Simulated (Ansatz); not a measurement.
**B₂H (quartet): from Hartree-Fock to the top rungs at distance B1–B2 = 1.235 Å, 6-31G**

Aim: climb from Hartree-Fock through coupled cluster and multireference methods for B₂H (quartet) at one geometry and basis, and see what each rung misses.

Method: 6-31G, core rule «outside noble gas», up to 2 orbitals frozen; program: Ansatz 0.2.0, Gaussian basis.

Plan: UHF; CCSD(T) on ROHF; CCSD(T) on UHF; BCCD(T) on ROHF; CISD; CCSDT(Q) on ROHF; CCSDT(Q) on UHF; CISDTQ; CCSDTQ on ROHF; CCSDTQ on UHF; CASSCF and MRCISD+Q, 5 electrons in 5 orbitals; CASSCF and NEVPT2, 5 electrons in 5 orbitals; CASSCF and MRCISD+Q, 7 electrons in 9 orbitals; CASSCF and NEVPT4(SD), 7 electrons in 9 orbitals; CASSCF and NEVPT2, 7 electrons in 9 orbitals; Full CI.

22 further runs of the same task are left out: 15 that didn't finish, 7 set aside as unsound or not needed.

## (1) The geometry

The geometry derives from a PBE0/def2-TZVP stationary point (not a proven minimum). One bond is set to the value named and the two fragments are kept rigid.

3 atoms, charge 0, spin multiplicity 4.

Atoms are counted from 1 here; the program's logs count them from 0.

Bond lengths: B1–B2 1.235 Å, B1–H3 1.178 Å. Angles: B2–B1–H3 180.0°.

## (2) UHF

in.yaml

```yaml
crystal:
  periodic: [false, false, false]
  atoms:
    - {symbol: B, position_ang: [0.000000, 0.000000, 0.018918]}
    - {symbol: B, position_ang: [0.000000, 0.000000, -1.216082]}
    - {symbol: H, position_ang: [0.000000, 0.000000, 1.197165]}
basis:
  gaussian: {orbitals: 6-31G}
magnetization: {spin_polarized: true, initial_magnetization: 3}
hamiltonian: {xc: hf}
output: {orbitals: {seedname: orbitals}}
```

Run with:

```bash
$ ansatz run in.yaml --threads 1 --pin off --events-out ev --progress --plain --max-ram 2393MiB
```

The runs that follow: CCSD(T) on ROHF; CCSD(T) on UHF; BCCD(T) on ROHF; CISD; CCSDT(Q) on ROHF; CCSDT(Q) on UHF; CISDTQ; CCSDTQ on ROHF; CCSDTQ on UHF; CASSCF and MRCISD+Q, 5 electrons in 5 orbitals; CASSCF and NEVPT2, 5 electrons in 5 orbitals; CASSCF and MRCISD+Q, 7 electrons in 9 orbitals; CASSCF and NEVPT4(SD), 7 electrons in 9 orbitals; CASSCF and NEVPT2, 7 electrons in 9 orbitals; Full CI.

Q: Predict the results of all the runs planned. Wanted: FCI below the RHF energy; RMP2 from FCI; UMP2 from FCI; RCCSD from FCI; RCCSD(T) from FCI; UCCSD(T) from FCI; RCCSDT(Q) from FCI; UCCSDT(Q) from FCI; NEVPT2 pair from FCI.

As calculated:

```
                         quantity                                                                                                                                                             value
         FCI below the RHF energy                                                                                                                                                        -2.1075 eV
                    RMP2 from FCI                                                                                                                                                      +53.4 kJ/mol
                    UMP2 from FCI                                                                                                                                                      +52.4 kJ/mol
                   RCCSD from FCI                                                                                                                                                       +5.0 kJ/mol
                RCCSD(T) from FCI                                                                                                                                                       +1.4 kJ/mol
                UCCSD(T) from FCI                                                                                                                                                       +1.3 kJ/mol
               RCCSDT(Q) from FCI                                                                                                                                                        0.0 kJ/mol
               UCCSDT(Q) from FCI                                                                                                                                                        0.0 kJ/mol
             NEVPT2 pair from FCI                                                                                                                                                      +51.9 kJ/mol
           MRCISD+Q pair from FCI                                                                                                                                                       +1.0 kJ/mol
          NEVPT2 valence from FCI                                                                                                                                                      +21.5 kJ/mol
levels within 1 kcal/mol (43 meV)  RCCSD(T), UCCSD(T), BCCD(T), RCCSDT, UCCSDT, CISDTQ, RCCSDT(Q), UCCSDT(Q), RCCSDTQ, UCCSDTQ, MRCISD+Q pair, NEVPT4(SD) valence, MRCISD valence, MRCISD+Q valence
                    T1 diagnostic                                                                                                                                                             0.017
   effectively unpaired electrons                                                                                                                                                              3.01
```

What this shows: RCCSD(T) lands +1.4 kJ/mol from the yardstick (0.7 % of the correlation energy). One determinant dominates. Of the multireference levels listed MRCISD+Q valence comes nearest in total energy (+0.6 kJ/mol), which doesn't show that its space is the better one. These misses are within one basis, not against nature; the frozen cores of restricted and unrestricted runs differ, which can shift their rows.
